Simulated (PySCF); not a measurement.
C2H7Al.
Cartesian coordinates in Å at the PBE0-D3(BJ)/def2-SVP level; atoms count from 1:
```
atom  x, y, z in Å
C1    -1.2214   -0.0482    0.5450
C2    -0.1953    0.2598   -0.5444
Al3    1.6840   -0.1771   -0.1747
H4    -2.2473    0.2238    0.2458
H5    -1.0039    0.4963    1.4781
H6    -1.2349   -1.1192    0.8043
H7    -0.2285    1.3324   -0.8189
H8    -0.4626   -0.2571   -1.4872
H9     2.1225   -0.8641    1.1972
H10    2.7961    0.1581   -1.2679
```

Method used: PBE0-D3(BJ)/def2-SVP geometry optimisation, gas phase (PySCF).

(1) Which atoms are bound to Al3, and at what distances?

(2) List the angles at Al3.

(3) What is the shape at Al3?

(4) What are the other bond lengths?

(5) Give some angles away from the centre.

(6) What are the rotational constants (commonest isotopes, rigid rotor)?

Answers

(1) 3 atoms: H10 1.595 Å, H9 1.596 Å, C2 1.965 Å. The nearest atom not counted as bound is H8, at 2.52 Å (others tie with it).

(2) 
```json
{"angle": "C2–Al3–H9", "degrees": "121.4", "distance of the outer atoms (Å)": "3.11"}
{"angle": "C2–Al3–H10", "degrees": "119.4", "distance of the outer atoms (Å)": "3.08"}
{"angle": "H9–Al3–H10", "degrees": "119.2", "distance of the outer atoms (Å)": "2.75"}
```

(3) Planar: angles 121.4°, 119.4° and 119.2°, sum 360.0°, 0.00 Å off the plane of its three neighbours.

(4) C1–C2 1.528 Å; C1–H4, C1–H5, C1–H6 1.102 Å; C2–H7, C2–H8 1.108 Å.

(5) C1–C2–Al3 117.6°.

(6) A = 26685, B = 4682, C = 4187 MHz: a near-prolate asymmetric top.

Charge 0, singlet. PBE0-D3(BJ)/def2-SVP frequencies: not computed here.

One conformer stands for the species.
